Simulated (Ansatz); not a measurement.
System: MgSiP2 (I-42d, No. 122, 8 atoms in the cell). Method: LDA (Ansatz, a program for electronic structure, plane waves, PAW).

Settings: plane-wave cutoff 520 eV, 8×8×8 k mesh, Fermi–Dirac smearing 0.01 eV, scalar-relativistic PAW data made under PBE.

Response to compression and expansion:

Shape and atoms are relaxed at each volume.

```
V (Å³/atom)  P (GPa)  direct gap at Γ (eV)   c (Å)  a (Å)
-----------  -------  --------------------  ------  -----
19.457          3.34                 0.935   9.764  5.647
19.862          1.61                 1.038   9.921  5.660
20.267          0.00                 1.124  10.052  5.680
20.673         -1.48                 1.196  10.164  5.705
21.078         -2.83                 1.261  10.270  5.730
```

A straight line through the gaps at Γ against ln V gives a volume deformation potential dE_g(Γ)/d ln V of 4.1 eV: the gap at Γ narrows under compression.

Note: the relaxation could not lower the start's symmetry, so the cell can be a saddle point above a distorted one; the bulk modulus comes from volumes at which shape and atoms were relaxed.
